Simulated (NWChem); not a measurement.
# CCl2 (SMILES Cl[C]Cl) at MP2/cc-pVDZ

What is the vertical ionisation energy of CCl2 at MP2/cc-pVDZ? 

The results are computed with NWChem 7.3.0.

6 further runs of the same task are left out: 6 set aside as unsound or not needed.

### 1 The molecule

CCl2: 3 atoms, total charge 0, spin state singlet. As SMILES, `Cl[C]Cl`. Geometry: relaxed at PBE0-D4/def2-TZVP.

Bond lengths: Cl1–C2 1.708 Å, C2–Cl3 1.708 Å. Angles: Cl1–C2–Cl3 109.5°.

### 2 The energy at MP2/cc-pVDZ

The input, calc.nw:

```
start calc
title "CCl2 energy"
memory total 2200 mb
geometry noautosym nocenter noautoz
  Cl     1.236700    -0.329300     0.644300
  C     -0.231600    -0.585100    -0.189800
  Cl    -1.005100     0.914500    -0.454500
end
basis "ao basis" spherical bse
  * library cc-pVDZ
end
scf
  nopen 0
  rhf
  thresh 1e-08
  maxiter 80
  print low
end
mp2
  freeze core 11
  tight
end
task mp2 energy
```

Run with:

```
nwchem calc.nw > calc.out
```

The program printed, cut to the lines that bear on the results:

```text
[...]
  functions       =    50
[...]
  wavefunction    = RHF
[...]
         Total SCF energy =   -956.763455480647
      One-electron energy =  -1555.398505698258
      Two-electron energy =    480.600972636148
 Nuclear repulsion energy =    118.034077581463
        Time for solution =     17.8s
[...]
          Total MP2 energy          -957.150136565534
[...]
```

Wall time 22 s (1 thread of Intel Xeon 6975P-C (Granite Rapids), shared host); peak memory 0.11 GiB.

### 3 The doublet cation at the same level

The input, ccl2.nw:

```
start ccl2
title "CCl2 mp2"
memory 2200 mb
charge 1

geometry units au noautosym nocenter noautoz
   Cl     2.33702430    -0.62228681     1.21755054
   C     -0.43766057    -1.10567876    -0.35867002
   Cl    -1.89936373     1.72815454    -0.85888052
end

basis spherical bse
   * library cc-pVDZ
end

scf
   doublet
   uhf
   thresh 1e-08
   maxiter 80
   print low
end

mp2
   freeze core 11
   tight
end

task mp2 energy
```

Run with:

```
nwchem ccl2.nw > ccl2.out
```

The program printed, cut to the lines that bear on the results:

```text
[...]
  functions       =    50
[...]
  wavefunction    = UHF
[...]
         Total SCF energy =   -956.420486913203
      One electron energy =  -1544.025433180283
      Two electron energy =    469.570877226020
 Nuclear repulsion energy =    118.034069041060
                       Sz =      0.5000
                 Sz(Sz+1) =      0.7500
                      S^2 =      0.7725
[...]
          Total MP2 energy          -956.794865705998
[...]
```

Wall time 41 s (1 thread of Intel Xeon 6975P-C (Granite Rapids), shared host); peak memory 0.11 GiB.

### 4 What came out

Level: MP2/cc-pVDZ, 11 core orbitals frozen.

| quantity | value |
| --- | --- |
| singlet CCl2: total energy | -957.15014 Eh |
| singlet CCl2: correlation energy (11 core orbitals frozen) | -386.7 mEh |
| doublet cation: total energy | -956.79487 Eh |
| doublet cation: correlation energy (11 core orbitals frozen) | -374.4 mEh |
| doublet cation: ⟨S²⟩ of the reference determinant | 0.772 |
| vertical ionisation energy (to the doublet cation) | 9.667 eV |

Removing an electron at fixed nuclei costs 9.67 eV (223 kcal/mol).
